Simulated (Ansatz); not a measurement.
Born–Oppenheimer molecular dynamics of C4H7FO (13 atoms, charge 0, multiplicity 1). It starts from a relaxed structure.

Level of theory: Ansatz, RKS PBE-D4/6-31G.

* ensemble: NVE (velocity Verlet)
* time step: 0.5 fs
* steps asked: 100
* starting velocities drawn for: 300 K
* seed: 427236

First frame:

```xyz
13
Properties=species:S:1:pos:R:3
C -0.428 -1.881 0.314
C -0.966 -0.651 0.369
C -0.230 0.634 0.128
C 1.206 0.549 -0.363
O -1.063 1.418 -0.723
F -0.156 1.327 1.436
H -1.028 -2.771 0.524
H 0.622 -2.054 0.059
H -2.021 -0.502 0.622
H 1.631 1.564 -0.431
H 1.826 -0.026 0.341
H 1.246 0.074 -1.355
H -0.618 2.284 -0.906
```

(1) What does the run give?

(2) What happens to the structure?

(3) How do temperature and energy run in time?

Answers

(1) The run went to its last step.

```
steps done                                               : 100
time covered                                             : 50 fs
mean temperature over the second half                    : 128 K
spread of the potential energy over the second half      : 5.1 meV per atom
mean potential energy of the second half above the start : 18.9 meV per atom
```

The conserved energy stayed within 0.091 meV per atom of its start (net change 0.044 meV per atom), so the integration is sound. A run of 0.05 ps of so small a system gives no equilibrium averages. Limits of this set-up: no polarisation functions.

(2) The same pairs are bonded in the first frame and the last. Pairs count as bonded within 1.25 times the sum of covalent radii (0.12 Å more for H–H). Another seed would give other details.

(3) 
| time (fs) | T (K) | potential energy less start (eV) | conserved less start (meV/atom) |
| --- | --- | --- | --- |
| 0 | 300 | 0.000 | 0.00 |
| 4 | 168 | 0.189 | 0.08 |
| 8 | 138 | 0.232 | 0.09 |
| 12 | 207 | 0.132 | 0.03 |
| 16 | 120 | 0.256 | 0.06 |
| 20 | 121 | 0.255 | 0.07 |
| 24 | 137 | 0.232 | 0.05 |
| 28 | 71 | 0.327 | 0.06 |
| 32 | 101 | 0.284 | 0.05 |
| 36 | 135 | 0.236 | 0.05 |
| 40 | 97 | 0.289 | 0.07 |
| 44 | 163 | 0.196 | 0.04 |
| 48 | 207 | 0.133 | 0.04 |

Time of the run: 6.2 min on 1 thread of Arm Neoverse V1, on a shared host, peak memory 0.12 GiB.
